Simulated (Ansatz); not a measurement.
# LiO (lithium monoxide): levels of theory compared

Wanted: a comparison of 4 runs (U-wB97M-V/def2-TZVPPD, U-wB97X/def2-TZVPPD, UBHLYP/def2-TZVPPD, UMP2/def2-TZVPPD) of LiO (lithium monoxide). 

Program for the calculation: Ansatz 0.2.0.

35 further runs of the same task are left out: 35 set aside as unsound or not needed.

### Step 1. Starting point

LiO: 2 atoms, total charge 0, spin state doublet. SMILES: `[Li][O]`. The Li1–O2 distance was set to 3.025 Å, away from the relaxed value.

### Step 2. The energy at U-wB97M-V/def2-TZVPPD (run 1)

in.yaml

```yaml
crystal:
  periodic: [false, false, false]
  atoms:
    - {symbol: Li, position_ang: [-0.000000, -0.000000, -1.401960]}
    - {symbol: O, position_ang: [0.000000, 0.000000, 1.623240]}
basis:
  gaussian:
    orbitals: def2-TZVPPD.json
magnetization:
  spin_polarized: true
  initial_magnetization: 1
hamiltonian:
  xc: {name: wB97M-V}
accuracy: high
output: {orbitals: {seedname: orbitals}}
```

The basis set def2-TZVPPD is read from a file made from the Basis Set Exchange's data (not shown).

On the command line:

```console
$ ansatz run in.yaml --threads 1 --pin off --max-ram 3480MiB --events-out events.jsonl --progress --plain --runs-dir runs
```

Output:

```text
Warning: RAYON_NUM_THREADS=1 ignored (pool sized by the plan → 1); use --threads N
Functional definition: wB97M-V
  name "wB97M-V"
  parameter omega = 0.3/bohr
  parameter cx = 0.15
  parameter cx01 = 1.007
  parameter cx10 = 0.259
  parameter css00 = 0.443
  parameter css04 = -1.437
  parameter css10 = -4.535
  parameter css20 = -3.390
  parameter css43 = 4.278
  parameter cos00 = 1.000
  parameter cos10 = 1.358
  parameter cos20 = 2.924
  parameter cos21 = -8.812
  parameter cos60 = -1.390
  parameter cos61 = 9.142
  parameter b = 6.0
  parameter c = 0.01
  gx(w, u) = 1 - cx + cx01*u + cx10*w
  gss(w, u) = css00 + css04*u^4 + css10*w + css20*w^2 + css43*w^4*u^3
  gos(w, u) = cos00 + cos10*w + (cos20 + cos21*u)*w^2 + (cos60 + cos61*u)*w^6
  exchange = spin_sum(e_x_unif_sr(omega)*gx(b97_w, b97_u_x)) + cx*exact_x_sr(omega) + exact_x_lr(omega)
  correlation = spin_sum(e_c_pw_mod_same_spin*gss(b97_w, b97_u_same))
      + integral(e_c_pw_mod_opposite_spin*gos(b97_w_opposite, b97_u_opposite)) + vv10(b, c)
856 factors; integrals over basis functions are off by at most 3.7e-9 eV
296 factors; integrals over basis functions are off by at most 1.5e-9 eV
mean field evaluation 1: about -2243.9817 eV, gradient 2.8e1 eV
mean field evaluation 2: about -2189.9068 eV, gradient 8.5e1 eV
mean field evaluation 4: about -2247.6895 eV, gradient 1.3e0 eV
mean field evaluation 8: about -2247.7354 eV, gradient 1.3e-1 eV
mean field evaluation 16: about -2247.7380 eV, gradient 1.8e-3 eV
mean field evaluation 32: about -2247.6266 eV, gradient 1.0e0 eV
mean field -2247.73802476 eV, -82.6028488382 hartree, gradient 7.5e-8 eV, S^2 0.798074; 4 other end points of the search recorded, 0 dependent functions left out
reference -2247.73802515 eV, -82.6028488528 hartree; 6, 5 occupied and 56, 57 virtual orbitals, 856 factors
Total energy: -2247.73802515 eV, -82.6028488528 hartree
```

It took 21 s on 1 thread of Arm Neoverse V2, shared host; peak memory 0.42 GiB.

### Step 3. A single-point energy at U-wB97X/def2-TZVPPD (run 2)

molecule.yaml

```yaml
basis:
  gaussian:
    orbitals: def2-TZVPPD.json
crystal:
  periodic: [false, false, false]
  atoms:
    - {symbol: Li, position_ang: [-0.000000, -0.000000, -1.401960]}
    - {symbol: O, position_ang: [0.000000, 0.000000, 1.623240]}
total_charge: 0
magnetization:
  spin_polarized: true
  initial_magnetization: 1
hamiltonian:
  xc: {name: wB97X}
accuracy: high
output: {orbitals: {seedname: orbitals}}
```

The basis set def2-TZVPPD is read from a file made from the Basis Set Exchange's data (not shown).

On the command line:

```console
$ ansatz run molecule.yaml --threads 1 --pin off --max-ram 3480MiB --events-out events.jsonl --progress --plain --runs-dir runs
```

Output, cut to the lines that bear on the results:

```text
Warning: RAYON_NUM_THREADS=1 ignored (pool sized by the plan → 1); use --threads N
Functional definition: wB97X
  name "wB97X"
[...]
      + exact_x_lr(omega)
[...]
      + integral(e_c_pw_opposite_spin*poly(b97_u_opposite, 1, cos1, cos2, cos3, cos4))
856 factors; integrals over basis functions are off by at most 3.7e-9 eV
296 factors; integrals over basis functions are off by at most 1.5e-9 eV
[...]
mean field -2247.93986513 eV, -82.6102663351 hartree, gradient 2.1e-8 eV, S^2 0.770728; 3 other end points of the search recorded, 0 dependent functions left out
reference -2247.93986225 eV, -82.6102662292 hartree; 6, 5 occupied and 56, 57 virtual orbitals, 856 factors
Total energy: -2247.93986225 eV, -82.6102662292 hartree
```

It took 16 s on 1 thread of Arm Neoverse V2, shared host; peak memory 0.35 GiB.

Run 3 isn't shown in full; the table further down has it.

### Step 4. The energy at UMP2/def2-TZVPPD (run 4)

Edit in.yaml of step 2 so:

```diff
@@ -8,2 +8,3 @@
     orbitals: def2-TZVPPD.json
+accuracy: high
 magnetization:
@@ -11,5 +12,5 @@
   initial_magnetization: 1
-hamiltonian:
-  xc: {name: wB97M-V}
-accuracy: high
-output: {orbitals: {seedname: orbitals}}
+total_charge: 0
+correlation:
+  method: mp2
+  frozen_orbitals: {Li: 0, O: 1}
```

The basis set def2-TZVPPD is read from a file made from the Basis Set Exchange's data (not shown).

On the command line:

```console
$ ansatz run in.yaml --threads 1 --pin off --max-ram 3480MiB --events-out events.jsonl --progress --plain --runs-dir runs
```

Output, cut to the lines that bear on the results:

```text
Warning: RAYON_NUM_THREADS=1 ignored (pool sized by the plan → 1); use --threads N
Functional definition: HF
  name "HF"
[...]
856 factors; integrals over basis functions are off by at most 3.7e-9 eV
[...]
mean field -2238.11246078 eV, -82.2491158867 hartree, gradient 2.7e-8 eV, S^2 1.682640; 20 other end points of the search recorded, 0 dependent functions left out
1 core orbitals not correlated: weight in the atoms' cores, before any rotation towards them, 1.000 or more for the frozen orbitals, at most 0.000 for the correlated occupied ones
reference -2238.11246078 eV, -82.2491158867 hartree; 5, 4 occupied and 56, 57 virtual orbitals, 856 factors
second order -4.92125830 eV of doubles, -0.00000000 eV of singles
Total energy: -2243.03371909 eV, -82.4299687936 hartree
```

It took 3.6 s on 1 thread of Arm Neoverse V2, shared host; peak memory 0.1 GiB.

### Step 5. The series

```csv
run,level,frozen core orbitals,energy (Eh),HOMO energy (eV),LUMO energy (eV),⟨S²⟩,wall time
1,U-wB97M-V/def2-TZVPPD,–,-82.602849,-6.53,-1.87,0.798,21 s
2,U-wB97X/def2-TZVPPD,–,-82.610266,-6.60,-1.02,0.771,16 s
3,UBHLYP/def2-TZVPPD,–,-82.594487,-5.09,-2.08,0.996,2.6 s
4,UMP2/def2-TZVPPD,1,-82.429969,–,–,1.683,3.6 s
```

### Step 6. Summary of results

| quantity | value |
| --- | --- |
| run 4: total energy | -82.42997 Eh |
| run 4: correlation energy (1 core orbital frozen) | -180.9 mEh |
| run 4: ⟨S²⟩ of the reference determinant | 1.683 |

In words: Totals of different functionals can't be ranked against each other. Spin contamination of the reference: run 4 ⟨S²⟩ = 1.68, run 3 ⟨S²⟩ = 1.00. Where it is this large, the reference is a mixture of spin states, and values that rest on it are in doubt. All runs together took 43 s, the longest 21 s.
